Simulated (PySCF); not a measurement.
Compound: C3H6N (charge +1).
SMILES: `CC#[N+]C`

The closed-shell ground state was solved at several levels (PySCF, density fitting, gas phase, non-relativistic). Geometry: GFN2-xTB; no solvent, vibrations or thermal averaging.

| level | basis functions | total energy (Eh) | HOMO (eV) | LUMO (eV) | gap (eV) |
| --- | --- | --- | --- | --- | --- |
| PBE0/pcSseg-1 | 98 | -172.1623 | -15.57 | -6.01 | 9.56 |
| B3LYP/pcJ-1 | 168 | -172.4070 | -15.35 | -6.30 | 9.05 |

(1) What might CAM-B3LYP/def2-SVPD (128 basis functions) give for the same quantities?

(2) Over all these levels, which gives the widest orbital gap and which the narrowest?

Results:

(1) Total energy -172.1766 Eh, HOMO -16.95 eV, LUMO -4.86 eV, gap 12.09 eV.

(2) CAM-B3LYP/def2-SVPD (range-separated hybrid) has the widest, 12.09 eV, and B3LYP/pcJ-1 (global hybrid, 20 % exact exchange) the narrowest, 9.05 eV. Functional and basis both differ between the two, so the spread mixes both effects.
